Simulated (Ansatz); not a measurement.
Ideal-gas functions of dichlorosilane (DCS), Cl2H2Si at 800 K and 1 bar, from an Ansatz frequency run at PBE0-D4/def2-TZVP.

Molar mass 101.01 g/mol, point group C2v (symmetry number 2), electronic degeneracy 1, moments of inertia 35.92, 201.382, 231.217 u Å². Harmonic wavenumbers (cm⁻¹, unscaled): 185, 529, 592, 594, 707, 871, 951, 2272, 2286.

Use S(trans) = R[1.5 ln M + 2.5 ln T − 1.1517]; rotational temperatures θ = 24.2544 K / I; S(rot) = R[ln(√π/σ · √(T³/θAθBθC)) + 1.5]; for each mode x = 1.438777 ν̃/T, S = R[x/(eˣ − 1) − ln(1 − e⁻ˣ)] and H = RT x/(eˣ − 1); 1 cm⁻¹ = 0.0119627 kJ/mol; R = 8.31446 J/(mol·K).

By hand: the entropy, in J/(mol·K).

Translation 186.9. Rotation: θ = 0.6752, 0.1204, 0.1049 K, giving 114.6. Vibration, mode by mode: 17.50, 9.04, 8.18, 8.15, 6.86, 5.38, 4.80, 0.72, 0.71, in all 61.3. Electronic 0.0. Sum 362.8 J/(mol·K).

By hand: H − E and G − E in kJ/mol, counted from the electronic energy.

Zero-point energy ½ × 8987 × 0.0119627 = 53.8; thermal vibration 26.5; translation, rotation and pV give 4 RT = 26.6. H − E = 106.9 kJ/mol, and G − E = 106.9 − 800 × 362.8/1000 = -183.3 kJ/mol.

Vibration gives 17 % of the entropy.
